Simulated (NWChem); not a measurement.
System: Cl cation, triplet

Input file for NWChem:

```
start job
memory heap 200 mb stack 900 mb global 1100 mb
charge 1
geometry units angstroms noautoz
  Cl     0.000000     0.000000     0.000000
end
basis spherical
  * library def2-qzvp
end
dft
  odft
  mult 3
  xc xpbe96 cpbe96
  iterations 150
  mulliken
end
task dft gradient
```

Parts of the log:

```
             Northwest Computational Chemistry Package (NWChem) 7.3.0
             --------------------------------------------------------

                             Geometry "geometry" -> ""
                             -------------------------

 Output coordinates in angstroms (scale by  1.889725989 to convert to a.u.)

  No.       Tag          Charge          X              Y              Z
 ---- ---------------- ---------- -------------- -------------- --------------
    1 Cl                  17.0000     0.00000000     0.00000000     0.00000000

 Effective nuclear repulsion energy (a.u.)       0.0000000000

  pbe96 is a nonlocal functional; adding pw91lda local functional.

                                 NWChem DFT Module
                                 -----------------

 Summary of "ao basis" -> "ao basis" (spherical)
 ------------------------------------------------------------------------------
       Tag                 Description            Shells   Functions and Types
 ---------------- ------------------------------  ------  ---------------------
 Cl                        def2-qzvp                22       70   9s6p4d2f1g

            General Information
            -------------------
          SCF calculation type: DFT
          Wavefunction type:  spin polarized.
          No. of atoms     :     1
          No. of electrons :    16
           Alpha electrons :     9
            Beta electrons :     7
          Charge           :     1
          Spin multiplicity:     3
          Use of symmetry is: off; symmetry adaption is: off
          Maximum number of iterations: 150
          AO basis - number of functions:    70
                     number of shells:    22
          Convergence on energy requested:  1.00D-06
          Convergence on density requested:  1.00D-05
          Convergence on gradient requested:  5.00D-04

              XC Information
              --------------
          PerdewBurkeErnzerhof Exchange Functional  1.000
            Perdew 1991 LDA Correlation Functional  1.000 local
           PerdewBurkeErnz. Correlation Functional  1.000 non-local

             Grid Information
             ----------------
          Grid used for XC integration:  medium
          Radial quadrature: Mura-Knowles
          Angular quadrature: Lebedev.
          Tag              B.-S. Rad. Rad. Pts. Rad. Cut. Ang. Pts.
          ---              ---------- --------- --------- ---------
          Cl                  1.00       88           5.0       590
          Grid pruning is: on
          Number of quadrature shells:    88
          Spatial weights used:  Erf1

      Superposition of Atomic Density Guess
      -------------------------------------

 Sum of atomic energies:        -459.48998108

 Renormalizing density from      17.00 to     16

      Non-variational initial energy
      ------------------------------

 Total energy =    -441.989640
 1-e energy   =    -597.543025
 2-e energy   =     155.553385
 HOMO         =      -1.025253
 LUMO         =      -1.025253

     ---------------------------------------------
      Total Density - Mulliken Population Analysis
     ---------------------------------------------

    Atom       Charge   Shell Charges
 -----------   ------   -------------------------------------------------------
    1 Cl  17    16.00   1.65  0.01  0.27  0.34  1.12  0.54  0.65  1.16  0.25  6.04 -0.10  0.72  1.78  1.42  0.15  0.00  0.00 -0.00  0.00  0.00  0.00  0.00

     --------------------------------------------
      Spin Density - Mulliken Population Analysis
     --------------------------------------------

    Atom       Charge   Shell Charges
 -----------   ------   -------------------------------------------------------
    1 Cl  17     2.00   0.00 -0.00 -0.00  0.00 -0.00  0.00 -0.00 -0.00 -0.00  0.02  0.00  0.33  0.87  0.71  0.07  0.00  0.00  0.00  0.00  0.00  0.00  0.00

   convergence    iter        energy       DeltaE   RMS-Dens  Diis-err
 ---------------- ----- ----------------- --------- --------- ---------
 d= 0,ls=0.0,diis     1   -459.3528276573 -4.59D+02  7.16D-03  2.31D+00
                                                     6.28D-03  2.36D+00
 d= 0,ls=0.5,diis     2   -459.4575234487 -1.05D-01  2.24D-03  4.03D-01
                                                     1.99D-03  3.76D-01
 d= 0,ls=0.5,diis     3   -459.4958510982 -3.83D-02  4.52D-04  1.51D-03
                                                     3.95D-04  9.47D-04
 d= 0,ls=0.5,diis     4   -459.4967420800 -8.91D-04  1.56D-04  1.45D-04
                                                     1.47D-04  1.12D-04
 d= 0,ls=0.5,diis     5   -459.4967979835 -5.59D-05  5.58D-05  8.29D-06
                                                     4.88D-05  5.76D-06
  Resetting Diis
 d= 0,ls=0.5,diis     6   -459.4968047011 -6.72D-06  1.99D-05  1.11D-06
                                                     1.75D-05  9.26D-07
 d= 0,ls=0.5,diis     7   -459.4968058513 -1.15D-06  7.51D-06  2.06D-07
                                                     7.23D-06  1.90D-07
 d= 0,ls=0.5,diis     8   -459.4968060749 -2.24D-07  3.39D-06  3.91D-08
                                                     3.39D-06  4.02D-08

         Total DFT energy =     -459.496806108048
      One electron energy =     -627.363887935850
           Coulomb energy =      195.535099228879
    Exchange-Corr. energy =      -27.668017401077
 Nuclear repulsion energy =        0.000000000000

 Numeric. integr. density =       16.000000010859

                    DFT Final Alpha Molecular Orbital Analysis
                    ------------------------------------------

 Vector    7  Occ=1.000000D+00  E=-7.663996D-01
              MO Center= -1.4D-15, -6.2D-15, -4.1D-15, r^2= 9.3D-01
   Bfn.  Coefficient  Atom+Function         Bfn.  Coefficient  Atom+Function
  ----- ------------  ---------------      ----- ------------  ---------------
    20      0.364084  1 Cl py                23      0.309989  1 Cl py
    21      0.256169  1 Cl pz                11     -0.230251  1 Cl py
    24      0.218108  1 Cl pz                19     -0.215112  1 Cl px
    22     -0.183151  1 Cl px                12     -0.162004  1 Cl pz
    10      0.136039  1 Cl px                17      0.125176  1 Cl py

 Vector    8  Occ=1.000000D+00  E=-7.663996D-01
              MO Center=  2.5D-15, -2.2D-15,  1.6D-15, r^2= 9.3D-01
   Bfn.  Coefficient  Atom+Function         Bfn.  Coefficient  Atom+Function
  ----- ------------  ---------------      ----- ------------  ---------------
    20      0.328225  1 Cl py                19      0.302774  1 Cl px
    23      0.279458  1 Cl py                22      0.257788  1 Cl px
    21     -0.212248  1 Cl pz                11     -0.207573  1 Cl py
    10     -0.191477  1 Cl px                24     -0.180712  1 Cl pz
    12      0.134228  1 Cl pz                17      0.112847  1 Cl py

 Vector    9  Occ=1.000000D+00  E=-7.065868D-01
              MO Center=  6.2D-16,  1.4D-15, -3.8D-15, r^2= 9.7D-01
   Bfn.  Coefficient  Atom+Function         Bfn.  Coefficient  Atom+Function
  ----- ------------  ---------------      ----- ------------  ---------------
    21      0.346644  1 Cl pz                24      0.320173  1 Cl pz
    19      0.309298  1 Cl px                22      0.285679  1 Cl px
    12     -0.228119  1 Cl pz                10     -0.203543  1 Cl px
    18      0.128697  1 Cl pz                16      0.114832  1 Cl px
    27      0.063566  1 Cl pz                20     -0.061156  1 Cl py

 Vector   10  Occ=0.000000D+00  E=-1.442126D-01
              MO Center= -6.1D-12, -5.0D-12,  4.6D-12, r^2= 1.5D+00
   Bfn.  Coefficient  Atom+Function         Bfn.  Coefficient  Atom+Function
  ----- ------------  ---------------      ----- ------------  ---------------
    47     -0.433097  1 Cl d  2              44      0.394292  1 Cl d -1
    43     -0.340595  1 Cl d -2              46     -0.255626  1 Cl d  1
    37     -0.141445  1 Cl d  2              45     -0.137286  1 Cl d  0
    34      0.128772  1 Cl d -1              33     -0.111235  1 Cl d -2
    42     -0.094042  1 Cl d  2              39      0.085616  1 Cl d -1

 Vector   11  Occ=0.000000D+00  E=-1.442126D-01
              MO Center= -1.1D-12,  2.7D-12,  1.5D-12, r^2= 1.5D+00
   Bfn.  Coefficient  Atom+Function         Bfn.  Coefficient  Atom+Function
  ----- ------------  ---------------      ----- ------------  ---------------
    43      0.430490  1 Cl d -2              47     -0.365413  1 Cl d  2
    44     -0.293743  1 Cl d -1              46     -0.270998  1 Cl d  1
    45     -0.254286  1 Cl d  0              33      0.140594  1 Cl d -2
    37     -0.119340  1 Cl d  2              34     -0.095933  1 Cl d -1
    38      0.093476  1 Cl d -2              36     -0.088505  1 Cl d  1

 Vector   12  Occ=0.000000D+00  E=-1.102863D-01
              MO Center= -3.6D-13,  6.7D-14, -3.9D-13, r^2= 1.5D+00
   Bfn.  Coefficient  Atom+Function         Bfn.  Coefficient  Atom+Function
  ----- ------------  ---------------      ----- ------------  ---------------
    44      0.440521  1 Cl d -1              45     -0.384333  1 Cl d  0
    47      0.363517  1 Cl d  2              43      0.300257  1 Cl d -2
    34      0.138309  1 Cl d -1              46     -0.130060  1 Cl d  1
    35     -0.120668  1 Cl d  0              37      0.114132  1 Cl d  2
    33      0.094270  1 Cl d -2              39      0.077799  1 Cl d -1

                     DFT Final Beta Molecular Orbital Analysis
                     -----------------------------------------

 Vector    5  Occ=1.000000D+00  E=-7.492830D+00
              MO Center= -8.9D-16,  1.3D-16, -9.2D-16, r^2= 5.8D-02
   Bfn.  Coefficient  Atom+Function         Bfn.  Coefficient  Atom+Function
  ----- ------------  ---------------      ----- ------------  ---------------
    12      0.716764  1 Cl pz                10      0.639543  1 Cl px
    11     -0.126453  1 Cl py                18      0.054312  1 Cl pz
    16      0.048461  1 Cl px

 Vector    6  Occ=1.000000D+00  E=-1.115959D+00
              MO Center= -2.9D-15,  3.8D-15,  3.2D-15, r^2= 7.3D-01
   Bfn.  Coefficient  Atom+Function         Bfn.  Coefficient  Atom+Function
  ----- ------------  ---------------      ----- ------------  ---------------
     8      0.704429  1 Cl s                  7      0.352447  1 Cl s
     6     -0.328641  1 Cl s                  5     -0.297400  1 Cl s
     9      0.190478  1 Cl s                  4     -0.082079  1 Cl s
     1      0.076241  1 Cl s                  3      0.054114  1 Cl s
     2      0.032917  1 Cl s

 Vector    7  Occ=1.000000D+00  E=-6.750571D-01
              MO Center=  8.9D-16,  6.7D-16,  3.2D-15, r^2= 9.9D-01
   Bfn.  Coefficient  Atom+Function         Bfn.  Coefficient  Atom+Function
  ----- ------------  ---------------      ----- ------------  ---------------
    21      0.335210  1 Cl pz                24      0.324439  1 Cl pz
    19      0.299096  1 Cl px                22      0.289486  1 Cl px
    12     -0.227061  1 Cl pz                10     -0.202599  1 Cl px
    18      0.132006  1 Cl pz                16      0.117784  1 Cl px
    27      0.070794  1 Cl pz                25      0.063167  1 Cl px

 Vector    8  Occ=0.000000D+00  E=-6.536136D-01
              MO Center=  1.6D-15,  2.2D-15, -2.4D-15, r^2= 1.0D+00
   Bfn.  Coefficient  Atom+Function         Bfn.  Coefficient  Atom+Function
  ----- ------------  ---------------      ----- ------------  ---------------
    23      0.295524  1 Cl py                20      0.291111  1 Cl py
    22      0.272556  1 Cl px                19      0.268486  1 Cl px
    11     -0.203710  1 Cl py                24     -0.191055  1 Cl pz
    10     -0.187878  1 Cl px                21     -0.188202  1 Cl pz
    12      0.131698  1 Cl pz                17      0.122911  1 Cl py

 Vector    9  Occ=0.000000D+00  E=-6.536136D-01
              MO Center=  2.5D-15, -2.4D-15, -8.6D-16, r^2= 1.0D+00
   Bfn.  Coefficient  Atom+Function         Bfn.  Coefficient  Atom+Function
  ----- ------------  ---------------      ----- ------------  ---------------
    23      0.327740  1 Cl py                20      0.322847  1 Cl py
    24      0.230640  1 Cl pz                21      0.227196  1 Cl pz
    11     -0.225917  1 Cl py                22     -0.193686  1 Cl px
    19     -0.190794  1 Cl px                12     -0.158984  1 Cl pz
    17      0.136310  1 Cl py                10      0.133511  1 Cl px

 Vector   10  Occ=0.000000D+00  E=-6.976189D-02
              MO Center= -2.0D-13,  3.3D-14, -8.5D-14, r^2= 2.9D+00
   Bfn.  Coefficient  Atom+Function         Bfn.  Coefficient  Atom+Function
  ----- ------------  ---------------      ----- ------------  ---------------
     8      2.449112  1 Cl s                  9     -2.252414  1 Cl s
     7     -0.454286  1 Cl s                  5     -0.312498  1 Cl s
    46      0.071745  1 Cl d  1               6      0.061537  1 Cl s
     1      0.040207  1 Cl s                 47     -0.030756  1 Cl d  2
    45     -0.027221  1 Cl d  0

     ---------------------------------------------
      Total Density - Mulliken Population Analysis
     ---------------------------------------------

    Atom       Charge   Shell Charges
 -----------   ------   -------------------------------------------------------
    1 Cl  17    16.00   1.65 -0.00  0.29  0.32  1.05  0.62  0.52  1.26  0.30  5.86 -0.05  0.68  1.74  1.57  0.20  0.00  0.00  0.00  0.00  0.00  0.00  0.00

     --------------------------------------------
      Spin Density - Mulliken Population Analysis
     --------------------------------------------

    Atom       Charge   Shell Charges
 -----------   ------   -------------------------------------------------------
    1 Cl  17     2.00  -0.00 -0.00  0.00  0.00 -0.00 -0.01  0.01  0.02 -0.03  0.03 -0.00  0.21  0.92  0.76  0.08  0.00  0.00  0.00  0.00  0.00  0.00 -0.00

     -------------------------------------------
      Total Density - Lowdin Population Analysis
     -------------------------------------------

    Atom       Charge   Shell Charges
 -----------   ------   -------------------------------------------------------
    1 Cl  17    16.00   0.99  0.68  0.32  0.45  0.83  0.67  0.56  0.92  0.57  3.58  2.01  0.99  1.58  1.43  0.41  0.00  0.00  0.00  0.00  0.00  0.00  0.00

     ------------------------------------------
      Spin Density - Lowdin Population Analysis
     ------------------------------------------

    Atom       Charge   Shell Charges
 -----------   ------   -------------------------------------------------------
    1 Cl  17     2.00  -0.00  0.00  0.00 -0.00 -0.00  0.00  0.00  0.01 -0.01  0.05  0.03  0.26  0.78  0.70  0.18  0.00  0.00  0.00  0.00  0.00  0.00 -0.00

   alpha - beta orbital overlaps
   -----------------------------

   alpha      1      2      3      4      5      6      7      8      9     10
    beta      1      2      4      3      5      6      9      8      7     17
 overlap   1.000  1.000  0.964  0.964  1.000  0.999  0.999  0.999  1.000  0.994

   alpha     11     12     13     14     15     16     17     18     19     20
    beta     18     13     12     10     16     14     15     11     25     26
 overlap   0.994  1.000  1.000  0.942  0.941  0.850  0.850  1.000  0.998  0.998

   alpha     21     22     23     24     25     26     27     28     29     30
    beta     22     23     21     20     24     19     33     32     28     29
 overlap   0.999  0.999  1.000  1.000  0.999  0.999  0.722  0.722  0.999  0.999

[...]

                         DFT ENERGY GRADIENTS

    atom               coordinates                        gradient
                 x          y          z           x          y          z
   1 Cl      0.000000   0.000000   0.000000   -0.000000   0.000000  -0.000000
```

Level: PBE/def2-QZVP, spin-unrestricted. The open p shell is one determinant without spherical averaging. No stability test was run on the SCF state.
